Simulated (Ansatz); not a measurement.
A made-up structure of CHOSi, doublet:

```csv
atom,x (Å),y (Å),z (Å)
O1,-0.0719,-0.1402,1.7833
C2,-0.2001,-0.0074,0.6549
Si3,-0.5977,0.2517,-1.1206
H4,0.3600,0.8341,0.9739
```

It is relaxed with PBE-D4/def2-SVP and then PBE0-D4/def2-TZVP (Ansatz 0.2.0). Atoms count as bonded within 1.22 times the sum of their covalent radii (H–H: 0.88 Å). The end point is not checked to be a true minimum.

Does its bonding change? (Judge from chemistry; the calculation decides.)

The calculation gives: Yes. Formed: Si3–H4; broken: C2–H4.

Where it ends: The first stage lowers the energy by 3.50 eV in 15 steps. It ends as CHOSi ([O][C][SiH]):
O1  (-0.331, -0.719, 2.074)
C2  (-0.303, -0.236, 1.038)
Si3  (-0.373, 0.388, -0.689)
H4  (0.497, 1.506, -0.132)
(Å)

Labels in which every atom is bracketed show which atoms are joined, not bond orders.

For scale, one of the runs: PBE0-D4/def2-TZVP relaxation, 105 basis functions, launched by `ansatz run in.yaml --threads 2 --pin off --events-out ev --progress --plain --max-ram 4352MiB`. Hardware: 2 CPU threads of an Arm Neoverse V2, shared host. Wall time about 13 s.
